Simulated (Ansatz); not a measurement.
Process, species as SMILES: F[C]Cl (closed-shell singlet) + 3 [H][H] (H2) → C (CH4) + Cl (HCl) + F (HF)
B3LYP-D3(BJ)/def2-TZVP geometries, fixed; electronic energies without zero-point terms.

Basis-set convergence of the energy of full hydrogenation at HF with Ansatz (a quantum-chemistry and plane-wave program). Cartesian d functions, on some or all atoms, in 6-31G*, 6-31+G*, 6-311G**, 6-311+G**; all else is spherical. A restricted Hartree-Fock determinant is unstable towards unrestricted orbitals. No added dispersion term, no relativity. Functions are those of the species that has most. Reference: the value in pcseg-4, -128.27 kcal/mol, itself unsure by roughly 0.16 kcal/mol (its mean distance from aug-pcseg-3, aug-cc-pV(Q+d)Z, cc-pV(5+d)Z). Deviations are taken from unrounded values.

```csv
basis,functions,energy of full hydrogenation (kcal/mol)
def2-SVP,46,-133.43
def2-SVPD,70,-138.73
pcseg-1,46,-133.68
aug-pcseg-1,73,-131.45
6-31G*,49,-123.10
6-31+G*,61,-126.83
cc-pV(D+d)Z,51,-130.58
aug-cc-pV(D+d)Z,78,-133.46
6-311G**,63,-131.62
6-311+G**,75,-132.25
pcseg-2,94,-128.96
aug-pcseg-2,142,-128.58
cc-pV(T+d)Z,99,-127.70
aug-cc-pV(T+d)Z,147,-128.39
def2-TZVP,99,-126.38
def2-TZVPD,123,-127.35
def2-TZVPP,104,-128.31
def2-TZVPPD,128,-128.89
cc-pV(Q+d)Z,175,-127.95
aug-cc-pV(Q+d)Z,264,-128.13
def2-QZVPP,184,-128.21
def2-QZVPPD,208,-128.23
pcseg-3,192,-128.55
aug-pcseg-3,281,-128.44
```

What the diffuse functions change, pair by pair:
- def2-SVP to def2-SVPD: 24 more functions, deviation -5.16 to -10.47 kcal/mol
- pcseg-1 to aug-pcseg-1: 27 more functions, deviation -5.41 to -3.18 kcal/mol
- 6-31G* to 6-31+G*: 12 more functions, deviation 5.17 to 1.44 kcal/mol
- cc-pV(D+d)Z to aug-cc-pV(D+d)Z: 27 more functions, deviation -2.31 to -5.19 kcal/mol
- 6-311G** to 6-311+G**: 12 more functions, deviation -3.35 to -3.98 kcal/mol
- pcseg-2 to aug-pcseg-2: 48 more functions, deviation -0.69 to -0.31 kcal/mol
- cc-pV(T+d)Z to aug-cc-pV(T+d)Z: 48 more functions, deviation 0.57 to -0.12 kcal/mol
- def2-TZVP to def2-TZVPD: 24 more functions, deviation 1.89 to 0.92 kcal/mol
- def2-TZVPP to def2-TZVPPD: 24 more functions, deviation -0.05 to -0.62 kcal/mol
- cc-pV(Q+d)Z to aug-cc-pV(Q+d)Z: 89 more functions, deviation 0.31 to 0.14 kcal/mol
- def2-QZVPP to def2-QZVPPD: 24 more functions, deviation 0.06 to 0.04 kcal/mol
- pcseg-3 to aug-pcseg-3: 89 more functions, deviation -0.28 to -0.17 kcal/mol

They bring the value nearer the reference by more than 0.16 kcal/mol in 6 of 12 pairs.
